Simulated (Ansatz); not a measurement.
# Structure relaxation of ZnW

Theory: DFT PBE, scalar-relativistic, plane waves, PAW (Ansatz 0.2.0). Cutoff 420 eV, Γ-centred k mesh, Gaussian smearing, no spin polarisation in the final step.

ZnW was placed on the NaTl (B32) structure type (Fd-3m, No. 227), with Zn in place of Na, W in place of Tl, at a guessed volume.

```yaml
crystal:
  lattice:
    - [0.00000, 3.18611, 3.18611]
    - [3.18611, 0.00000, 3.18611]
    - [3.18611, 3.18611, 0.00000]
  atoms:
    - { symbol: Zn, position: [0.50000, 0.50000, 0.50000] }
    - { symbol: Zn, position: [0.75000, 0.75000, 0.75000] }
    - { symbol: W, position: [0.00000, 0.00000, 0.00000] }
    - { symbol: W, position: [0.25000, 0.25000, 0.25000] }
```

Cell and atoms relax at zero pressure; the relaxation can't lower the symmetry of the start. After a coarse first stage the cell is made exact in the group found at 0.06 Å.

Formation energies are uncorrected and refer to the elements' standard structures at the same level.

Task: What does it relax into?

Result: It keeps Fd-3m (No. 227). The result has the NaTl (B32) structure. Conventional cell: a = 6.263 Å. Zn has 4 Zn at 2.71 Å, 4 W at 2.71 Å and 6 W at 3.13 Å; around W lie 4 W at 2.71 Å, 4 Zn at 2.71 Å and 6 Zn at 3.13 Å.

```cif
data_structure
_symmetry_space_group_name_H-M 'Fd-3m:1'
_symmetry_Int_Tables_number 227
_cell_length_a 6.2633
_cell_length_b 6.2633
_cell_length_c 6.2633
_cell_angle_alpha 90.000
_cell_angle_beta 90.000
_cell_angle_gamma 90.000
_cell_volume 245.70
loop_
_atom_site_label
_atom_site_type_symbol
_atom_site_symmetry_multiplicity
_atom_site_Wyckoff_symbol
_atom_site_fract_x
_atom_site_fract_y
_atom_site_fract_z
_atom_site_occupancy
Zn1 Zn 8 a 0.50000 0.00000 0.50000 1
W1 W 8 b 0.00000 0.00000 0.50000 1
```

Task: What are its volume, energy, density and gap?

Result: The volume per atom is 15.36 Å³. The density is 13.47 g/cm³. The energy over the elements is 0.41 eV/atom. The gap on the 12×12×12 mesh is 0 eV (a metal).

The final run used a 12×12×12 mesh on its 4-atom cell and 0.10 eV smearing. The k mesh leaves about 4 meV/atom of noise in metals. Spin–orbit coupling is left out. Symmetry constrained the relaxation, so the result can be a saddle point. The steps took roughly 80 core-seconds in all.

Cost: 3 runs of about 1.4 core-minutes in all, on Arm Neoverse N1 (shared hosts).